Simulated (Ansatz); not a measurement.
C₆H₁₂, SMILES `C=C(C)C(C)C`, 18 atoms. The species carries charge 0 and has multiplicity 1. Hardware: A = 2 threads of an AMD EPYC 7R13 on a shared host and a share of an NVIDIA H100 80 GB; B = 2 threads of an AMD EPYC 7R13 on a shared host. Correlated methods freeze the cores. Open-shell runs search over several starts.

Give the basis size and wall time and peak host memory of each of these runs in Ansatz. RHF-CCSD(T)/def2-TZVPP energy [A]; RKS ωB97M-V/def2-SVP energy [B]; UKS B2PLYP (frozen core)/def2-TZVPP energy of the cation [A]; RKS r2SCAN-D4/def2-TZVPP energy and forces [A]; RKS PBE0-D4/def2-TZVPP energy [A]; direct RPA on PBE orbitals/def2-TZVPP energy [A]; UKS ωB97M-V/def2-TZVPP energy of the cation [A]; RKS HSE06 (plane-wave form)-D4/def2-TZVPP energy [A]; UHF-MP2/def2-QZVPP energy of the cation [A]; UHF-CCSD(T)/def2-TZVPP energy of the cation [A]; RKS PBE0-D4/def2-TZVP relaxation (14 steps) [A]; UKS r2SCAN-D4/def2-TZVPP energy of the cation [A]. (Estimate.)

The calculation gave: Other jobs shared the machine, so times are rough.

| level | job | functions | wall time | peak host memory (GiB) |
| --- | --- | --- | --- | --- |
| RKS HSE06 (plane-wave form)-D4/def2-TZVPP | energy [A] | 354 | 11 s | 0.87 |
| RKS ωB97M-V/def2-SVP | energy [B] | 144 | 13 s | 0.51 |
| RKS PBE0-D4/def2-TZVPP | energy [A] | 354 | 13 s | 0.87 |
| UHF-MP2/def2-QZVPP | energy of the cation [A] | 702 | 13 s | 1.4 |
| RKS r2SCAN-D4/def2-TZVPP | energy and forces [A] | 354 | 15 s | 0.88 |
| direct RPA on PBE orbitals/def2-TZVPP | energy [A] | 354 | 16 s | 1.7 |
| UKS B2PLYP (frozen core)/def2-TZVPP | energy of the cation [A] | 354 | 27 s | 1.7 |
| RHF-CCSD(T)/def2-TZVPP | energy [A] | 354 | 28 s | 0.84 |
| UKS ωB97M-V/def2-TZVPP | energy of the cation [A] | 354 | 28 s | 1.1 |
| UKS r2SCAN-D4/def2-TZVPP | energy of the cation [A] | 354 | 30 s | 0.99 |
| RKS PBE0-D4/def2-TZVP | relaxation (14 steps) [A] | 258 | 42 s | 0.88 |
| UHF-CCSD(T)/def2-TZVPP | energy of the cation [A] | 354 | 3.2 min | 1.6 |
